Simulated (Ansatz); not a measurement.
# C2Al: the cost of one run

The runs use Ansatz 0.2.0, Gaussian basis; def2-QZVPP, core rule «outside noble gas», up to 7 orbitals frozen.

To be run: UHF; ROHF; CCSD(T) on UHF.

## Step 1: What is computed

The geometry is a PBE0/def2-TZVP stationary point (not a proven minimum).

3 atoms, charge 0, spin multiplicity 4.

Atoms are counted from 1 here; the program's logs count them from 0.

Bond lengths: C1–Al2 1.931 Å, Al2–C3 1.931 Å. Angles: C1–Al2–C3 180.0°.

Geometry (Å):

```
C     0.0000    0.0000    1.9314
Al    0.0000    0.0000    0.0000
C     0.0000    0.0000   -1.9314
```

## Step 2: UHF

Input file in.yaml:

```yaml
crystal:
  periodic: [false, false, false]
  atoms:
    - {symbol: C, position_ang: [0.000000, 0.000000, 1.931400]}
    - {symbol: Al, position_ang: [0.000000, 0.000000, 0.000000]}
    - {symbol: C, position_ang: [0.000000, 0.000000, -1.931400]}
basis:
  gaussian: {orbitals: "def2-QZVPP.json"}
magnetization: {spin_polarized: true, initial_magnetization: 3}
hamiltonian: {xc: hf}
output: {orbitals: {seedname: orbitals}}
```

Started as:

```
ansatz run in.yaml --threads 1 --pin off --events-out ev --progress --plain --max-ram 2393MiB
```

**Question.** How long does this run take on 1 thread of Arm Neoverse V1, shared host, and how much memory does it need?

About 50 s, with a peak of 0.38 GiB.
